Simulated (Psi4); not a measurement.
# B2PLYP/cc-pVTZ (density fitting for correlation) run of C2HF (fluoroacetylene)

What is the vertical ionisation energy of C2HF (fluoroacetylene) at B2PLYP/cc-pVTZ (density fitting for correlation)? 

Program for the calculation: Psi4 1.11.

2 further runs of the same task are left out: 2 set aside as unsound or not needed.

### Step 1. The molecule

C2HF has 4 atoms, charge 0, and is taken as a singlet. As SMILES, `C#CF`. The coordinates come from a PBE0-D4/def2-TZVP relaxation.

Bond lengths: C1–C2 1.192 Å, C2–F3 1.270 Å, C1–H4 1.063 Å. Angles: C1–C2–F3 180.0°, C2–C1–H4 180.0°.

### Step 2. The energy at B2PLYP/cc-pVTZ (density fitting for correlation)

File job.in:

```
memory 2200 MB

molecule system {
  0 1
  C     -0.361030     0.453110    -0.290220
  C      0.303270    -0.380840     0.243810
  F      1.010600    -1.269010     0.812300
  H     -0.952830     1.196740    -0.765890
  symmetry c1
}

set {
  basis                cc-pVTZ
  puream               true
  e_convergence        1e-09
  d_convergence        1e-08
  scf_type             pk
  dft_radial_points    99
  dft_spherical_points 590
  num_frozen_docc      3
}

energy("b2plyp")
```

Command:

```console
psi4 -i job.in -o job.out -n 1
```

job.out:

```text
[...]
  Running in c1 symmetry.
[...]
  Nuclear repulsion =   55.832094169203366
[...]
  Multiplicity = 1
[...]
  Nalpha       = 11
  Nbeta        = 11
[...]
    Number of basis functions: 104
[...]
   @RKS iter   1:  -176.18812904277672   -4.40958e-01   5.11585e-03 DIIS/ADIIS
[...]
   @RKS iter  10:  -176.31401557850378   -8.15703e-12   3.31608e-09 DIIS
[...]
    Orbital Energies [Eh]
    ---------------------
    Doubly Occupied:
       1A    -25.444516     2A    -10.717763     3A    -10.629619
       4A     -1.475706     5A     -0.890581     6A     -0.735583
       7A     -0.625941     8A     -0.625941     9A     -0.613430
      10A     -0.346099    11A     -0.346099
[...]
  @RKS Final Energy:  -176.31401557850378
   => Energetics <=
    Nuclear Repulsion Energy =             55.8320941692033657
    One-Electron Energy =                -351.9470554032073437
    Two-Electron Energy =                 130.1444550849745951
    DFT Exchange-Correlation Energy =     -10.3435094294743877
    Empirical Dispersion Energy =           0.0000000000000000
    VV10 Nonlocal Energy =                  0.0000000000000000
    Total Energy =                       -176.3140155785037848
[...]
 Multipole Moments:
 ------------------------------------------------------------------------------------
     Multipole            Electronic (a.u.)      Nuclear  (a.u.)        Total (a.u.)
 ------------------------------------------------------------------------------------
 L = 1.  Multiply by 2.5417464519 to convert [e a0] to [Debye]
 Dipole X            :          1.6957147           -1.8442565           -0.1485417
 Dipole Y            :         -2.1293171            2.3160865            0.1867694
 Dipole Z            :          1.3630201           -1.4823992           -0.1193790
 Magnitude           :                                                    0.2668310
[...]
```

Wall time 19 s (1 thread of Intel Xeon at 2.50GHz (Skylake/Cascade Lake), shared host); peak memory 1 GiB.

### Step 3. The doublet cation at the same level

File run.py:

```python
import numpy as np
from ase.calculators.psi4 import Psi4
from ase import Atoms

atoms = Atoms(['C', 'C', 'F', 'H'], positions=[
    [-0.361030, 0.453110, -0.290220],
    [0.303270, -0.380840, 0.243810],
    [1.010600, -1.269010, 0.812300],
    [-0.952830, 1.196740, -0.765890],
])
calc = Psi4(atoms=atoms, method='b2plyp', basis='cc-pVTZ', memory='2200MB', num_threads=1, charge=1, multiplicity=2, label='c2hf', reference='uks')
calc.psi4.set_options({'puream': True, 'e_convergence': 1e-09, 'd_convergence': 1e-08, 'scf_type': 'pk', 'dft_radial_points': 99, 'dft_spherical_points': 590, 'num_frozen_docc': 3, 'maxiter': 100})
atoms.calc = calc

print(f'energy: {atoms.get_potential_energy():.6f} eV')
```

Command:

```console
python run.py
```

c2hf.dat:

```text
[...]
  Running in c1 symmetry.
[...]
  Nuclear repulsion =   55.832094169203366
[...]
  Multiplicity = 2
[...]
  Nalpha       = 11
  Nbeta        = 10
[...]
    Number of basis functions: 104
[...]
   @UKS iter   1:  -175.85585776634451   -1.08687e-01   3.39873e-03 ADIIS/DIIS
[...]
   @UKS iter  14:  -175.91755447318903   -2.68017e-11   6.22668e-09 DIIS
[...]
   @S^2 Observed:                7.531816780E-01
[...]
    Orbital Energies [Eh]
    ---------------------
    Alpha Occupied:
       1A    -25.765162     2A    -11.105321     3A    -11.019083
       4A     -1.783619     5A     -1.286833     6A     -1.042143
       7A     -0.944890     8A     -0.940996     9A     -0.926059
      10A     -0.733392    11A     -0.695844
    Alpha Virtual:
      12A     -0.224354    13A     -0.197431    14A     -0.173172
      15A     -0.098072    16A     -0.016035    17A      0.057324
      18A      0.072071    19A      0.094045    20A      0.165875
      21A      0.178560    22A      0.242955    23A      0.295886
      24A      0.316859    25A      0.317651    26A      0.448981
[...]
  @UKS Final Energy:  -175.91755447318903
   => Energetics <=
    Nuclear Repulsion Energy =             55.8320941692033657
    One-Electron Energy =                -344.5925562655498311
    Two-Electron Energy =                 123.0210941468624526
    DFT Exchange-Correlation Energy =     -10.1781865237049907
    Empirical Dispersion Energy =           0.0000000000000000
    VV10 Nonlocal Energy =                  0.0000000000000000
    Total Energy =                       -175.9175544731890284
[...]
 Multipole Moments:
 ------------------------------------------------------------------------------------
     Multipole            Electronic (a.u.)      Nuclear  (a.u.)        Total (a.u.)
 ------------------------------------------------------------------------------------
 L = 1.  Multiply by 2.5417464519 to convert [e a0] to [Debye]
 Dipole X            :          0.9540878           -1.8442565           -0.8901687
 Dipole Y            :         -1.1982547            2.3160865            1.1178318
 Dipole Z            :          0.7669301           -1.4823992           -0.7154690
 Magnitude           :                                                    1.5980751
[...]
```

The script printed:

```text
energy: -4791.403446 eV
```

It took 43 s on 1 thread of Intel Xeon at 2.50GHz (Skylake/Cascade Lake), shared host; peak memory 1.1 GiB.

### Step 4. Results

At B2PLYP/cc-pVTZ (density fitting for correlation), 3 core orbitals frozen:

| quantity | value |
| --- | --- |
| singlet C2HF: total energy | -176.49420 Eh |
| singlet C2HF: HOMO energy (SCF part's orbitals) | -9.42 eV |
| singlet C2HF: LUMO energy (SCF part's orbitals) | 2.54 eV |
| singlet C2HF: HOMO–LUMO gap (SCF part's orbitals) | 11.95 eV |
| doublet cation: total energy | -176.08083 Eh |
| doublet cation: HOMO energy (SCF part's orbitals) (highest over α and β) | -18.58 eV |
| doublet cation: LUMO energy (SCF part's orbitals) (lowest over α and β) | -12.20 eV |
| doublet cation: ⟨S²⟩ | 0.753 |
| vertical ionisation energy (to the doublet cation) | 11.248 eV |

**Reading.** The vertical ionisation energy comes to 11.25 eV (259 kcal/mol). The negative HOMO energy of the first species, 9.42 eV, lies 1.83 eV below that difference.
